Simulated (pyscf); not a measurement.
Single points on ωB97X-D3(BJ)/def2-SVP structures (PySCF, gas phase).

Question: For the elementary gas-phase step H₃C–CH₂–SiH₂• + methane (CH₄) -> H₃C–CH₂–SiH₃ + methyl (CH₃•) (doublet surface; C–H broken, H–Si formed), what barrier and reaction energy does ωB97M-D3(BJ)/def2-TZVP give, measured from the separated reactants?

Answer: ΔE‡ = 23.2 kcal/mol, ΔE = +14.8 kcal/mol. Zero-point energy shifts the barrier by -3.3 kcal/mol. It is a hydrogen abstraction, with an imaginary mode of 1033i cm⁻¹. H₃C–CH₂–SiH₂• lies 11.7 kcal/mol over its isomer H₃C–SiH•–CH₃, and others may lie lower still (electronic energy, ωB97M-D3(BJ)). H₃C–CH₂–SiH₃ lies 12.8 kcal/mol over its isomer H₃C–SiH₂–CH₃, and others may lie lower still (electronic energy, ωB97M-D3(BJ)). One saddle was located; it need not be the lowest between these sides. The angle at the transferred H is 174°.
